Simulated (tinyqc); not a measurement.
Inside a calculation (part 1 of 2). Method: RHF in the sto-3g basis, for H2F+, spin multiplicity 1. Computed by tinyqc, a small Python program that keeps every step (integrals from PySCF). Settings: charge = 1, multiplicity = 1, basis = sto-3g, energy threshold = 1e-09, iteration cap = 61, orthogonalisation = symmetric, start = atomic densities, DIIS depth = 4, method = RHF. Command: `OMP_NUM_THREADS=1 python tinyqc.py 20046 20047 out.jsonl` (the two numbers bound the seeds that draw the settings). One thread of a shared host (Intel(R) Xeon(R) Processor @ 2.60GHz), about 0.1 s of CPU time with the checks. Later iterations appear only in the table of the cycle.

## One-electron integrals

Geometry (angstrom):
```
atom         x          y         z
F     0.000000   0.000000  0.000000
H     0.000000   0.741000  0.483000
H     0.000000  -0.734000  0.479000
```

Basis sto-3g: exponents (1/bohr^2) and contraction coefficients of normalised primitives:
```
element  l (shell)    exponent  coefficient
F            s (1)  166.679130     0.154329
F            s (1)   30.360812     0.535328
F            s (1)    8.216821     0.444635
F            s (2)    6.464803    -0.099967
F            s (2)    1.502281     0.399513
F            s (2)    0.488588     0.700115
F            p (3)    6.464803     0.155916
F            p (3)    1.502281     0.607684
F            p (3)    0.488588     0.391957
H            s (1)    3.425251     0.154329
H            s (1)    0.623914     0.535328
H            s (1)    0.168855     0.444635
```

Overlap, kinetic and nuclear-attraction integrals over the contracted functions; the nuclear repulsion is the sum of Za Zb / Rab.

nuclear repulsion = 11.17701193 hartree

overlap S, order 1F 1s, 1F 2s, 1F 2px, 1F 2py, 1F 2pz, 2H 1s, 3H 1s:
```
[[1.000000, 0.237990, 0.000000, 0.000000, 0.000000, 0.053430, 0.054451],
 [0.237990, 1.000000, 0.000000, 0.000000, 0.000000, 0.470954, 0.476509],
 [0.000000, 0.000000, 1.000000, 0.000000, 0.000000, 0.000000, 0.000000],
 [0.000000, 0.000000, 0.000000, 1.000000, 0.000000, 0.301757, -0.303862],
 [0.000000, 0.000000, 0.000000, 0.000000, 1.000000, 0.196692, 0.198297],
 [0.053430, 0.470954, 0.000000, 0.301757, 0.196692, 1.000000, 0.266107],
 [0.054451, 0.476509, 0.000000, -0.303862, 0.198297, 0.266107, 1.000000]]
```

kinetic energy T (hartree), order 1F 1s, 1F 2s, 1F 2px, 1F 2py, 1F 2pz, 2H 1s, 3H 1s:
```
[[36.984577, -0.212858, 0.000000, 0.000000, 0.000000, 0.002899, 0.003620],
 [-0.212858, 1.037995, 0.000000, 0.000000, 0.000000, 0.146868, 0.151613],
 [0.000000, 0.000000, 3.248015, 0.000000, 0.000000, 0.000000, 0.000000],
 [0.000000, 0.000000, 0.000000, 3.248015, 0.000000, 0.252287, -0.257898],
 [0.000000, 0.000000, 0.000000, 0.000000, 3.248015, 0.164446, 0.168301],
 [0.002899, 0.146868, 0.000000, 0.252287, 0.164446, 0.760032, 0.011859],
 [0.003620, 0.151613, 0.000000, -0.257898, 0.168301, 0.011859, 0.760032]]
```

nuclear attraction V (hartree), order 1F 1s, 1F 2s, 1F 2px, 1F 2py, 1F 2pz, 2H 1s, 3H 1s:
```
[[-78.211607, -9.462879, 0.000000, 0.000245, -0.017845, -2.191014, -2.233528],
 [-9.462879, -12.730934, 0.000000, 0.002449, -0.210920, -4.715805, -4.783372],
 [0.000000, 0.000000, -12.551683, 0.000000, 0.000000, 0.000000, 0.000000],
 [0.000245, 0.002449, 0.000000, -12.732510, 0.001276, -2.645991, 2.674145],
 [-0.017845, -0.210920, 0.000000, 0.001276, -12.628602, -1.793785, -1.814421],
 [-2.191014, -4.715805, 0.000000, -2.645991, -1.793785, -6.707844, -2.004191],
 [-2.233528, -4.783372, 0.000000, 2.674145, -1.814421, -2.004191, -6.746484]]
```

core Hamiltonian H = T + V (hartree), order 1F 1s, 1F 2s, 1F 2px, 1F 2py, 1F 2pz, 2H 1s, 3H 1s:
```
[[-41.227031, -9.675737, 0.000000, 0.000245, -0.017845, -2.188114, -2.229908],
 [-9.675737, -11.692938, 0.000000, 0.002449, -0.210920, -4.568938, -4.631759],
 [0.000000, 0.000000, -9.303668, 0.000000, 0.000000, 0.000000, 0.000000],
 [0.000245, 0.002449, 0.000000, -9.484495, 0.001276, -2.393705, 2.416247],
 [-0.017845, -0.210920, 0.000000, 0.001276, -9.380588, -1.629339, -1.646120],
 [-2.188114, -4.568938, 0.000000, -2.393705, -1.629339, -5.947812, -1.992332],
 [-2.229908, -4.631759, 0.000000, 2.416247, -1.646120, -1.992332, -5.986453]]
```

## Two-electron integrals

Functions are numbered as in S; the eight-fold symmetry (ij|kl) = (ji|kl) = (kl|ij) leaves the list below.

Two-electron integrals (ij|kl) in chemists' order, unique and non-zero (hartree):
```
(11|11) 5.403501    (21|11) 0.841920    (21|21) 0.156299    (22|11) 1.268028
(22|21) 0.292344    (22|22) 0.926167    (31|31) 0.027998    (32|31) 0.043169
(32|32) 0.204588    (33|11) 1.264502    (33|21) 0.292403    (33|22) 0.925959
(33|33) 0.997514    (41|41) 0.027998    (42|41) 0.043169    (42|42) 0.204588
(43|43) 0.053770    (44|11) 1.264502    (44|21) 0.292403    (44|22) 0.925959
(44|33) 0.889973    (44|44) 0.997514    (51|51) 0.027998    (52|51) 0.043169
(52|52) 0.204588    (53|53) 0.053770    (54|54) 0.053770    (55|11) 1.264502
(55|21) 0.292403    (55|22) 0.925959    (55|33) 0.889973    (55|44) 0.889973
(55|55) 0.997514    (61|11) 0.192402    (61|21) 0.035380    (61|22) 0.065633
(61|33) 0.065538    (61|41) 0.001197    (61|42) 0.002232    (61|44) 0.065744
(61|51) 0.000781    (61|52) 0.001455    (61|54) 0.000134    (61|55) 0.065626
(61|61) 0.008090    (62|11) 0.449154    (62|21) 0.104780    (62|22) 0.366008
(62|33) 0.360936    (62|41) 0.005904    (62|42) 0.044595    (62|44) 0.371374
(62|51) 0.003849    (62|52) 0.029068    (62|54) 0.006804    (62|55) 0.365371
(62|61) 0.023997    (62|62) 0.172509    (63|31) 0.011422    (63|32) 0.065953
(63|43) 0.009561    (63|53) 0.006232    (63|63) 0.026643    (64|11) 0.241752
(64|21) 0.057167    (64|22) 0.213935    (64|33) 0.204545    (64|41) 0.014274
(64|42) 0.091054    (64|44) 0.229851    (64|51) 0.001859    (64|52) 0.016362
(64|54) 0.010263    (64|55) 0.207172    (64|61) 0.013688    (64|62) 0.123554
(64|64) 0.114583    (65|11) 0.157579    (65|21) 0.037263    (65|22) 0.139448
(65|33) 0.133327    (65|41) 0.001859    (65|42) 0.016362    (65|44) 0.137358
(65|51) 0.012633    (65|52) 0.076617    (65|54) 0.012189    (65|55) 0.147504
(65|61) 0.008922    (65|62) 0.080535    (65|64) 0.057321    (65|65) 0.064007
(66|11) 0.568509    (66|21) 0.134798    (66|22) 0.539656    (66|33) 0.520597
(66|41) 0.010382    (66|42) 0.107400    (66|44) 0.560278    (66|51) 0.006767
(66|52) 0.070005    (66|54) 0.025865    (66|55) 0.537457    (66|61) 0.031125
(66|62) 0.312993    (66|64) 0.260400    (66|65) 0.169735    (66|66) 0.774606
(71|11) 0.196122    (71|21) 0.036062    (71|22) 0.066890    (71|33) 0.066794
(71|41) -0.001218   (71|42) -0.002269   (71|44) 0.067002    (71|51) 0.000795
(71|52) 0.001481    (71|54) -0.000136   (71|55) 0.066883    (71|61) 0.008136
(71|62) 0.023783    (71|64) 0.012376    (71|65) 0.008846    (71|66) 0.030495
(71|71) 0.008404    (72|11) 0.455625    (72|21) 0.106279    (72|22) 0.370974
(72|33) 0.365852    (72|41) -0.005979   (72|42) -0.045068   (72|44) 0.376384
(72|51) 0.003902    (72|52) 0.029411    (72|54) -0.006873   (72|55) 0.370338
(72|61) 0.023670    (72|62) 0.145689    (72|64) 0.071058    (72|65) 0.066006
(72|66) 0.220194    (72|71) 0.024804    (72|72) 0.176886    (73|31) 0.011613
(73|32) 0.066955    (73|43) -0.009672   (73|53) 0.006312    (73|63) 0.021908
(73|73) 0.027389    (74|11) -0.244197   (74|21) -0.057743   (74|22) -0.215945
(74|33) -0.206451   (74|41) 0.014493    (74|42) 0.092251    (74|44) -0.232036
(74|51) -0.001880   (74|52) -0.016508   (74|54) 0.010385    (74|55) -0.209109
(74|61) -0.012260   (74|62) -0.070630   (74|64) -0.012738   (74|65) -0.031246
(74|66) -0.092732   (74|71) -0.014092   (74|72) -0.126166   (74|74) 0.116835
(75|11) 0.159360    (75|21) 0.037683    (75|22) 0.140923    (75|33) 0.134728
(75|41) -0.001880   (75|42) -0.016508   (75|44) 0.138800    (75|51) 0.012840
(75|52) 0.077728    (75|54) -0.012330   (75|55) 0.149086    (75|61) 0.008780
(75|62) 0.065873    (75|64) 0.031360    (75|65) 0.051387    (75|66) 0.110695
(75|71) 0.009197    (75|72) 0.082335    (75|74) -0.058371   (75|75) 0.065481
(76|11) 0.183148    (76|21) 0.043113    (76|22) 0.163394    (76|33) 0.160508
(76|41) 0.000009    (76|42) 0.000100    (76|44) 0.163647    (76|51) 0.002565
(76|52) 0.023026    (76|54) 0.000022    (76|55) 0.165858    (76|61) 0.009773
(76|62) 0.076266    (76|64) 0.047280    (76|65) 0.040551    (76|66) 0.143706
(76|71) 0.009959    (76|72) 0.077116    (76|74) -0.047494   (76|75) 0.040902
(76|76) 0.040417    (77|11) 0.572769    (77|21) 0.135793    (77|22) 0.542955
(77|33) 0.523772    (77|41) -0.010493   (77|42) -0.108107   (77|44) 0.563683
(77|51) 0.006847    (77|52) 0.070549    (77|54) -0.026046   (77|55) 0.540769
(77|61) 0.030141    (77|62) 0.218522    (77|64) 0.092631    (77|65) 0.110099
(77|66) 0.351046    (77|71) 0.031955    (77|72) 0.317787    (77|74) -0.263310
(77|75) 0.171833    (77|76) 0.143706    (77|77) 0.774606
```

## Orthogonalisation

S = U s U^T; symmetric (Loewdin) form X = U s^(-1/2) U^T, so that X^T S X = 1.

eigenvalues of S: [0.370540, 0.418693, 0.901915, 1.000000, 1.078211, 1.315368, 1.915273]

X, order 1F 1s, 1F 2s, 1F 2px, 1F 2py, 1F 2pz, 2H 1s, 3H 1s:
```
[[1.024344, -0.142991, 0.000000, 0.000130, -0.007962, 0.020687, 0.020940],
 [-0.142991, 1.235043, 0.000000, -0.002077, 0.086930, -0.278770, -0.285187],
 [0.000000, 0.000000, 1.000000, 0.000000, 0.000000, 0.000000, 0.000000],
 [0.000130, -0.002077, 0.000000, 1.108881, -0.000726, -0.226213, 0.228835],
 [-0.007962, 0.086930, 0.000000, -0.000726, 1.035501, -0.114497, -0.116610],
 [0.020687, -0.278770, 0.000000, -0.226213, -0.114497, 1.194863, -0.111350],
 [0.020940, -0.285187, 0.000000, 0.228835, -0.116610, -0.111350, 1.200117]]
```

## Starting guess

The start is atomic minimal-basis densities projected into this basis (PySCF's MINAO start) and scaled to the electron count of each spin; this density is not idempotent, so its energy is not variational and may lie below the converged one.

D at the start, order 1F 1s, 1F 2s, 1F 2px, 1F 2py, 1F 2pz, 2H 1s, 3H 1s:
```
[[1.954750, -0.450067, 0.000000, -0.000134, 0.015420, -0.012423, -0.012533],
 [-0.450067, 1.913270, 0.000000, 0.001087, -0.089578, 0.018728, 0.018172],
 [0.000000, 0.000000, 1.484869, 0.000000, 0.000000, 0.000000, 0.000000],
 [-0.000134, 0.001087, 0.000000, 1.283665, 0.000519, 0.154563, -0.154263],
 [0.015420, -0.089578, 0.000000, 0.000519, 1.419733, 0.062682, 0.062469],
 [-0.012423, 0.018728, 0.000000, 0.154563, 0.062682, 0.927634, 0.062004],
 [-0.012533, 0.018172, 0.000000, -0.154263, 0.062469, 0.062004, 0.928572]]
```

## Iteration 1: building the Fock matrix

J_ij = sum D_kl (ij|kl), K_ij = sum D_kl (ik|jl); F = H + J - 0.5 K; E = tr D H + tr D J / 2 - 0.25 tr D K + E_nn.

Coulomb J (hartree), order 1F 1s, 1F 2s, 1F 2px, 1F 2py, 1F 2pz, 2H 1s, 3H 1s:
```
[[18.822170, 3.596402, 0.000000, -0.000081, 0.010673, 0.814129, 0.829793],
 [3.596402, 9.082470, 0.000000, -0.000604, 0.129535, 3.601933, 3.650702],
 [0.000000, 0.000000, 9.040497, 0.000000, 0.000000, 0.000000, 0.000000],
 [-0.000081, -0.000604, 0.000000, 9.110612, -0.000172, 2.111105, -2.130889],
 [0.010673, 0.129535, 0.000000, -0.000172, 9.071106, 1.423199, 1.438177],
 [0.814129, 3.601933, 0.000000, 2.111105, 1.423199, 5.490409, 1.628036],
 [0.829793, 3.650702, 0.000000, -2.130889, 1.438177, 1.628036, 5.518651]]
```

exchange K (hartree), order 1F 1s, 1F 2s, 1F 2px, 1F 2py, 1F 2pz, 2H 1s, 3H 1s:
```
[[10.231157, 1.790426, 0.000000, -0.000315, 0.015746, 0.449266, 0.457550],
 [1.790426, 3.070530, 0.000000, -0.002045, 0.131342, 1.438310, 1.456124],
 [0.000000, 0.000000, 2.098545, 0.000000, 0.000000, 0.000000, 0.000000],
 [-0.000315, -0.002045, 0.000000, 2.208429, -0.000798, 0.690907, -0.697553],
 [0.015746, 0.131342, 0.000000, -0.000798, 2.148670, 0.516548, 0.521045],
 [0.449266, 1.438310, 0.000000, 0.690907, 0.516548, 1.467595, 0.656750],
 [0.457550, 1.456124, 0.000000, -0.697553, 0.521045, 0.656750, 1.482478]]
```

Fock matrix F (hartree), order 1F 1s, 1F 2s, 1F 2px, 1F 2py, 1F 2pz, 2H 1s, 3H 1s:
```
[[-27.520439, -6.974547, 0.000000, 0.000322, -0.015045, -1.598618, -1.628890],
 [-6.974547, -4.145733, 0.000000, 0.002867, -0.147056, -1.686159, -1.709120],
 [0.000000, 0.000000, -1.312444, 0.000000, 0.000000, 0.000000, 0.000000],
 [0.000322, 0.002867, 0.000000, -1.478097, 0.001503, -0.628053, 0.634134],
 [-0.015045, -0.147056, 0.000000, 0.001503, -1.383817, -0.464414, -0.468465],
 [-1.598618, -1.686159, 0.000000, -0.628053, -0.464414, -1.191201, -0.692671],
 [-1.628890, -1.709120, 0.000000, 0.634134, -0.468465, -0.692671, -1.209041]]
```

total energy of this density = -94.35714185 hartree

This density is the starting one; it is not idempotent, so its energy is not variational and may lie below the converged one.

## Iteration 1: diagonalisation and new density

Diagonalise F' = X^T F X, C = X C', fill 5 alpha and 5 beta electrons from the bottom; D = 2 C_occ C_occ^T. Each column has its largest component positive (the first on a tie).

F' = X^T F X (hartree):
```
[[-27.037221, -3.463984, 0.000000, 0.000048, -0.027191, -0.266297, -0.274986],
 [-3.463984, -2.615127, 0.000000, -0.000686, 0.032992, -0.663134, -0.674900],
 [0.000000, 0.000000, -1.312444, 0.000000, 0.000000, 0.000000, 0.000000],
 [0.000048, -0.000686, 0.000000, -1.233131, 0.000138, -0.455226, 0.459290],
 [-0.027191, 0.032992, 0.000000, 0.000138, -1.298480, -0.259458, -0.262821],
 [-0.266297, -0.663134, 0.000000, -0.455226, -0.259458, -0.455267, -0.184914],
 [-0.274986, -0.674900, 0.000000, 0.459290, -0.262821, -0.184914, -0.455540]]
```

orbital energies (hartree): [-27.528738, -2.554637, -1.557931, -1.390407, -1.312444, -0.117498, 0.054443]

coefficients C, order 1F 1s, 1F 2s, 1F 2px, 1F 2py, 1F 2pz, 2H 1s, 3H 1s:
```
[[0.995060, -0.250453, -0.001186, 0.053506, 0.000000, -0.122099, 0.003670],
 [0.021863, 0.950896, 0.005952, -0.266294, 0.000000, 0.857851, -0.029089],
 [0.000000, 0.000000, 0.000000, 0.000000, 1.000000, 0.000000, 0.000000],
 [-0.000047, -0.002474, 0.846464, 0.005911, 0.000000, 0.016991, 0.785066],
 [0.002204, 0.111874, -0.005506, 0.933043, 0.000000, 0.472515, -0.014175],
 [-0.003927, 0.066079, 0.211396, 0.117218, 0.000000, -0.836060, -0.905931],
 [-0.004007, 0.067462, -0.212750, 0.114819, 0.000000, -0.794510, 0.951922]]
```

D after iteration 1, order 1F 1s, 1F 2s, 1F 2px, 1F 2py, 1F 2pz, 2H 1s, 3H 1s:
```
[[2.111472, -0.461309, 0.000000, -0.000229, 0.048207, -0.028872, -0.028975],
 [-0.461309, 1.951257, 0.000000, 0.002221, -0.284135, 0.065585, 0.064440],
 [0.000000, 0.000000, 2.000000, 0.000000, 0.000000, 0.000000, 0.000000],
 [-0.000229, 0.002221, 0.000000, 1.433085, 0.001156, 0.358938, -0.359146],
 [0.048207, -0.284135, 0.000000, 0.001156, 1.766239, 0.231180, 0.231682],
 [-0.028872, 0.065585, 0.000000, 0.358938, 0.231180, 0.125621, -0.054084],
 [-0.028975, 0.064440, 0.000000, -0.359146, 0.231682, -0.054084, 0.126026]]
```

## Iteration 2: building the Fock matrix

As before.

Coulomb J (hartree), order 1F 1s, 1F 2s, 1F 2px, 1F 2py, 1F 2pz, 2H 1s, 3H 1s:
```
[[20.395982, 3.894120, 0.000000, -0.000010, -0.005004, 0.880876, 0.897816],
 [3.894120, 9.674398, 0.000000, -0.000193, 0.005573, 3.753795, 3.805275],
 [0.000000, 0.000000, 9.669396, 0.000000, 0.000000, 0.000000, 0.000000],
 [-0.000010, -0.000193, 0.000000, 9.661102, -0.000073, 2.166425, -2.187098],
 [-0.005004, 0.005573, 0.000000, -0.000073, 9.666091, 1.418099, 1.433241],
 [0.880876, 3.753795, 0.000000, 2.166425, 1.418099, 5.459018, 1.657752],
 [0.897816, 3.805275, 0.000000, -2.187098, 1.433241, 1.657752, 5.492416]]
```

exchange K (hartree), order 1F 1s, 1F 2s, 1F 2px, 1F 2py, 1F 2pz, 2H 1s, 3H 1s:
```
[[11.073592, 1.921551, 0.000000, -0.000042, 0.002139, 0.454824, 0.463380],
 [1.921551, 3.134476, 0.000000, -0.000194, -0.049354, 1.268447, 1.284918],
 [0.000000, 0.000000, 2.625540, 0.000000, 0.000000, 0.000000, 0.000000],
 [-0.000042, -0.000194, 0.000000, 2.444421, -0.000234, 0.690011, -0.694914],
 [0.002139, -0.049354, 0.000000, -0.000234, 2.549152, 0.463196, 0.466903],
 [0.454824, 1.268447, 0.000000, 0.690011, 0.463196, 1.003485, 0.447852],
 [0.463380, 1.284918, 0.000000, -0.694914, 0.466903, 0.447852, 1.020657]]
```

Fock matrix F (hartree), order 1F 1s, 1F 2s, 1F 2px, 1F 2py, 1F 2pz, 2H 1s, 3H 1s:
```
[[-26.367845, -6.742392, 0.000000, 0.000257, -0.023918, -1.534651, -1.563782],
 [-6.742392, -3.585778, 0.000000, 0.002353, -0.180669, -1.449366, -1.468943],
 [0.000000, 0.000000, -0.947042, 0.000000, 0.000000, 0.000000, 0.000000],
 [0.000257, 0.002353, 0.000000, -1.045604, 0.001320, -0.572286, 0.576606],
 [-0.023918, -0.180669, 0.000000, 0.001320, -0.989073, -0.442838, -0.446331],
 [-1.534651, -1.449366, 0.000000, -0.572286, -0.442838, -0.990537, -0.558506],
 [-1.563782, -1.468943, 0.000000, 0.576606, -0.446331, -0.558506, -1.004364]]
```

total energy of this density = -98.77430857 hartree

## Iteration 2: DIIS over 2 matrices

error matrix X^T (FDS - SDF) X:
```
[[0.000000, 0.040064, 0.000000, -0.000286, 0.024714, -0.069744, -0.070401],
 [-0.040064, 0.000000, 0.000000, -0.000650, 0.049126, 0.062613, 0.062870],
 [0.000000, 0.000000, 0.000000, 0.000000, 0.000000, 0.000000, 0.000000],
 [0.000286, 0.000650, 0.000000, 0.000000, 0.000022, 0.269369, -0.268715],
 [-0.024714, -0.049126, 0.000000, -0.000022, 0.000000, 0.124665, 0.124592],
 [0.069744, -0.062613, 0.000000, -0.269369, -0.124665, 0.000000, 0.000102],
 [0.070401, -0.062870, 0.000000, 0.268715, -0.124592, -0.000102, 0.000000]]
```

B (overlaps of the stored error matrices):
```
[[1.4454210e+01, -1.6428374e-01],
 [-1.6428374e-01, 3.9631051e-01]]
```

Minimise |sum c_i e_i|^2 with sum c_i = 1: solve [B -1; -1 0][c; lambda] = [0; -1] with B_ij = tr e_i^T e_j, and take F = sum c_i F_i.

DIIS coefficients: [0.036932, 0.963068]

extrapolated F (hartree), order 1F 1s, 1F 2s, 1F 2px, 1F 2py, 1F 2pz, 2H 1s, 3H 1s:
```
[[-26.410413, -6.750966, 0.000000, 0.000259, -0.023591, -1.537013, -1.566187],
 [-6.750966, -3.606458, 0.000000, 0.002372, -0.179428, -1.458111, -1.477813],
 [0.000000, 0.000000, -0.960537, 0.000000, 0.000000, 0.000000, 0.000000],
 [0.000259, 0.002372, 0.000000, -1.061577, 0.001327, -0.574345, 0.578730],
 [-0.023591, -0.179428, 0.000000, 0.001327, -1.003651, -0.443635, -0.447148],
 [-1.537013, -1.458111, 0.000000, -0.574345, -0.443635, -0.997948, -0.563461],
 [-1.566187, -1.477813, 0.000000, 0.578730, -0.447148, -0.563461, -1.011924]]
```

## Iteration 2: diagonalisation and new density

As before.

F' = X^T F X (hartree):
```
[[-25.924038, -3.444281, 0.000000, 0.000141, -0.037097, -0.247700, -0.255964],
 [-3.444281, -2.113107, 0.000000, -0.001347, 0.014963, -0.600274, -0.611088],
 [0.000000, 0.000000, -0.960537, 0.000000, 0.000000, 0.000000, 0.000000],
 [0.000141, -0.001347, 0.000000, -0.769198, -0.000214, -0.495181, 0.499144],
 [-0.037097, 0.014963, 0.000000, -0.000214, -0.903105, -0.288418, -0.291988],
 [-0.247700, -0.600274, 0.000000, -0.495181, -0.288418, -0.319064, -0.138558],
 [-0.255964, -0.611088, 0.000000, 0.499144, -0.291988, -0.138558, -0.316733]]
```

orbital energies (hartree): [-26.420938, -2.053657, -1.236705, -1.019527, -0.960537, 0.097234, 0.288348]

coefficients C, order 1F 1s, 1F 2s, 1F 2px, 1F 2py, 1F 2pz, 2H 1s, 3H 1s:
```
[[0.994329, -0.244612, -0.001066, 0.078595, 0.000000, -0.126245, 0.004181],
 [0.025340, 0.905321, 0.005620, -0.386787, 0.000000, 0.861096, -0.031824],
 [0.000000, 0.000000, 0.000000, 0.000000, 1.000000, 0.000000, 0.000000],
 [-0.000055, -0.002226, 0.745210, 0.002638, 0.000000, 0.022942, 0.881637],
 [0.003092, 0.156708, -0.002260, 0.888874, 0.000000, 0.540022, -0.017266],
 [-0.005246, 0.097885, 0.322911, 0.168334, 0.000000, -0.825666, -0.870963],
 [-0.005355, 0.099855, -0.323049, 0.166295, 0.000000, -0.780211, 0.921775]]
```

D after iteration 2, order 1F 1s, 1F 2s, 1F 2px, 1F 2py, 1F 2pz, 2H 1s, 3H 1s:
```
[[2.109405, -0.453323, 0.000000, -0.000195, 0.069211, -0.032548, -0.032673],
 [-0.453323, 1.939769, 0.000000, 0.002302, -0.403737, 0.050380, 0.048258],
 [0.000000, 0.000000, 2.000000, 0.000000, 0.000000, 0.000000, 0.000000],
 [-0.000195, 0.002302, 0.000000, 1.110701, 0.000623, 0.481726, -0.481045],
 [0.069211, -0.403737, 0.000000, 0.000623, 1.629337, 0.328441, 0.328353],
 [-0.032548, 0.050380, 0.000000, 0.481726, 0.328441, 0.284434, -0.133041],
 [-0.032673, 0.048258, 0.000000, -0.481045, 0.328353, -0.133041, 0.284028]]
```
